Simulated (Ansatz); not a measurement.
A run of Ansatz (development build ahead of 0.2.0) on triplet MgPF at this shape:

```yaml
atoms:
  - { symbol: Mg, position_ang: [0.0000, 0.0000, 0.0000] }
  - { symbol: F, position_ang: [0.0000, 0.0000, 3.6540] }
  - { symbol: P, position_ang: [0.0000, 3.6862, -2.5811] }
```

Its results:

```
Converged                       : yes
Total energy                    : -641.02113 hartree
Spin squared of the determinant : 2.000
Stability test                  : minimum among restricted orbitals
```

(1) Which input gives this output? Name the method, the orbitals and the basis set, and write the input.

## Answers

(1) ωB97 (restricted open-shell) in pcseg-2.

```yaml
crystal:
  periodic: [false, false, false]
  atoms:
    - { symbol: Mg, position_ang: [0.0, 0.0, 0.0] }
    - { symbol: F, position_ang: [0.0, 0.0, 3.654] }
    - { symbol: P, position_ang: [0.0, 3.6862, -2.5811] }
basis:
  gaussian: { orbitals: pcseg-2 }
magnetization:
  initial_magnetization: 2
hamiltonian:
  xc: { name: wB97 }
```

Caution: stretched shape with no unrestricted run beside it, a lower state can exist; charge can spread falsely over distant fragments; other spin multiplicities may lie lower.
